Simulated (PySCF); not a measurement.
Geometry (Å), atoms numbered from 1 in this order:
```xyz
15

C    -1.976   -0.930   -0.753
C    -0.468   -0.767   -0.834
C     0.077    0.184    0.209
O     1.462    0.281    0.068
C     2.056    1.139    0.987
H    -2.345   -1.625   -1.522
H    -2.495    0.031   -0.900
H    -2.288   -1.326    0.227
H    -0.171   -0.394   -1.828
H     0.034   -1.740   -0.707
H    -0.189   -0.174    1.228
H    -0.398    1.184    0.098
H     3.139    1.146    0.798
H     1.886    0.813    2.034
H     1.677    2.178    0.894
```

PySCF calculation with GIAO PBE0/pcSseg-1 shieldings, B3LYP/pcJ-1 coupling constants (without the spin–dipole term) and PBE0-D3(BJ)/def2-SVP structure; equivalent nuclei averaged, isolated molecule, one conformer, non-relativistic.

Shifts are taken against calculated references (same method and geometry level): TMS for 1H.

The spectrum was simulated from the full spin Hamiltonian at 90 MHz with 0.8 Hz Lorentzian lines, from shifts rounded to 0.01 ppm and J to 0.1 Hz, couplings under 1 Hz left out.

**Question.** List the maxima of its 1H spectrum with integrals.

**Answer.** 
Maxima in Hz from TMS (height), grouped by integral:
3H: 296.1 (100)
2H: 272.7 (10), 264.7 (24), 256.9 (14)
2H: 150.1 (2), 148.2 (5), 142.7 (2), 140.1 (8), 132.9 (6), 131.7 (9), 124.9 (4), 123.7 (6), 116.9 (2), 115.6 (2)
3H: 86.2 (11), 85.1 (17), 77.4 (29), 69.5 (6), 68.5 (9), 66.9 (4)

**Question.** Summarise it as multiplets with assignments.

**Answer.** 1H NMR (90 MHz, computed): δ 3.29 (s, 3H, H13/H14/H15), 2.94 (t, J = 8.0 Hz, 2H, H11/H12), 1.51 (sext, J = 8.3 Hz, 2H, H9/H10), 0.86 (t, J = 8.6 Hz, 3H, H6/H7/H8). These are first-order names; overlap and second-order distortion can hide them in the list.

Multiplet labels drop couplings under 1 Hz and merge nearly equal ones. Unscaled 3J(H,H) at this level run about 9 % above measured values. Vicinal H,H couplings across rotating CH2–CH2 and CH–CH2 bonds are estimated from the computed gauche and anti values for equal rotamer populations, (2 J gauche + J anti)/3.
